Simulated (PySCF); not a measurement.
Removing an electron from `ClC(Cl)=C(Cl)Cl`

C2Cl4.
Cartesian coordinates in Å at the PBE0-D3(BJ)/def2-TZVP level; atoms count from 1:
```xyz
6
C2Cl4 angstrom
Cl    -1.6370    1.3342   -0.2864
C     -0.0873    0.6519   -0.0991
Cl     1.2129    1.7501   -0.1601
C      0.0957   -0.6619    0.0845
Cl    -1.2059   -1.7589    0.1456
Cl     1.6449   -1.3456    0.2723
```

Level: wB97X-D/aug-cc-pVTZ (PySCF). Frontier orbitals with their largest atomic shares (Löwdin; up to four atoms above 4 %):

```csv
orbital,ε (eV),main atoms
HOMO−3,-11.85,"Cl6 20 %, Cl1 20 %, Cl3 20 %, Cl5 19 %"
HOMO−2,-11.63,"Cl1 21 %, Cl5 21 %, Cl6 21 %, Cl3 21 %"
HOMO−1,-10.78,"Cl1 21 %, Cl5 21 %, Cl6 21 %, Cl3 21 %"
HOMO,-9.11,?
LUMO,0.65,"C4 28 %, C2 28 %, Cl3 11 %, Cl5 11 %"
LUMO+1,1.22,"C4 27 %, C2 27 %, Cl5 11 %, Cl6 11 %"
LUMO+2,1.28,"Cl1 17 %, Cl6 17 %, Cl5 16 %, Cl3 16 %"
```

Q: What vertical ionisation energy does ΔSCF give, and how far is −ε(HOMO) from it?

A: ΔSCF: 9.29 eV (896 kJ/mol; threshold wavelength 134 nm); ⟨S²⟩ of the doublet left behind is 0.753, against 0.75 for a pure doublet. −ε(HOMO) is 9.11 eV, 0.18 eV below it. In exact Kohn–Sham theory the two would be equal; wB97X-D (range-separated hybrid) comes within 0.18 eV of that here.

Q: On which atoms does the HOMO lie?

A: C4 (vinylic C–Cl carbon) 22 %, C2 (vinylic C–Cl carbon) 22 %, Cl5 (vinyl chlorine) 14 %, Cl3 (vinyl chlorine) 14 %, so no atom holds as much as 40 %. The HOMO−1 lies 1.67 eV lower.

Q: Shift the occupied levels rigidly so that −ε(HOMO) equals the ΔSCF value. What binding energies result?

A: The shift is +0.18 eV: HOMO 9.29, HOMO−1 10.96, HOMO−2 11.81, HOMO−3 12.03 eV. A rigid shift is only a rough guide to the deeper ionisations.

Q: What total energies stand behind the ΔSCF value?

A: E(N) = -1917.03808 Eh and E(N − 1) = -1916.69682 Eh at the same geometry, 0.34126 Eh apart.

Q: With α = 82.0 au, estimate the like-pair dispersion coefficient by London's formula C6 = (3/4)α²I.

A: I = 0.3413 Eh, so C6 ≈ 1720 au, a rough estimate.

Geometry: PBE0-D3(BJ)/def2-TZVP; no solvent, vibrations or thermal averaging.

The run behind these numbers computed excited states and ΔSCF ions as well. The run took 1.9 min wall, 4.1 min CPU on 2 threads, Intel Xeon at 2.70 GHz (x86_64), shared host with 64 logical CPUs at a one-minute load of 61, and the process peaked at 1.5 GiB of memory.

Note: wB97X-D ran without an empirical dispersion term, which enters the total energy and its gradient alone.
